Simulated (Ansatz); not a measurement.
**Isomers**

Structures of CH3OSi (charge +1), closed shell, relaxed at PBE0-D4/def2-TZVP (vibrations not checked; lower isomers may exist, and structures with a doubtful reference or unclear bonds are left out). Computed with Ansatz 0.2.0 (basis: def2-TZVPP); correlated methods freeze the cores. B3LYP uses VWN-RPA correlation.

**Question.** Rank them by CCSD(T) energy, lowest first, and give each one's height above the lowest. Links in brackets join atoms within 1.22 times the sum of their covalent radii (1.1 for two metals). (An estimate is asked for; the value comes from the calculation.)
A.
CH₃OSi ([CH2][Si][OH]), total charge +1
```
6
angstrom
C -0.2914 0.4115 -0.1290
Si 0.7376 -0.4527 0.9613
O 1.5313 -1.8092 0.9148
H 0.1180 1.3547 -0.5043
H -1.3398 0.4800 0.1778
H 2.0847 -2.1896 1.6105
```
B.
CH₃OSi ([CH2]1[O][SiH]1), total charge +1
```
6
angstrom
C -1.1585 -0.3629 -0.2073
O 0.1678 -1.1318 -0.1596
Si 0.4468 0.4225 -0.3239
H -1.7377 -0.5785 -1.1008
H 1.6867 1.2151 -0.4330
H -1.6953 -0.3918 0.7368
```
C.
CH₃OSi ([OH][CH][SiH]), total charge +1
```
6
angstrom
C -0.1047 -0.0180 0.3061
Si 0.5275 1.7234 -0.0724
O -1.1114 -0.5743 -0.2400
H -1.3110 -1.4753 0.0742
H 1.4825 0.8841 -0.9262
H 0.4098 -0.5862 1.0980
```
D.
CH₃OSi ([CH3][O][Si]), total charge +1
```
6
angstrom
C -0.3243 0.4017 -0.2437
Si 1.3651 -1.6909 1.0257
O 0.4931 -0.6108 0.3705
H 0.2426 1.3298 -0.2393
H -1.2340 0.4924 0.3455
H -0.5425 0.0776 -1.2587
```

**Answer.** By the calculation: D (0.000 eV), A (1.952 eV), B (2.566 eV), C (3.059 eV). Heights count from the lowest.

**Question.** Do PBE-D4, r2SCAN-D4, PBE0-D4, B3LYP-D4, wB97M-V, HF, MP2 give the same order? (A judgement: the text doesn't fix the answer.)

**Answer.** By the calculation: All do.

The T1 diagnostic stays at or below 0.026. The T1 diagnostic is large here, which may signal multireference character or strong orbital relaxation, so CCSD(T) is less sure. The restricted Hartree–Fock reference is unstable towards an unrestricted one at one or more of these structures. A large double-excitation amplitude points to some diradical character; no triplet was computed.

For scale, one of the runs: CCSD(T)/def2-TZVPP, 146 basis functions, launched by `ansatz run in.yaml --threads 2 --pin off --events-out ev --progress --plain --max-ram 4352MiB`. The run took 27 s on 2 CPU threads of an AMD EPYC (shared host), with 0.86 GiB of host memory at its peak.
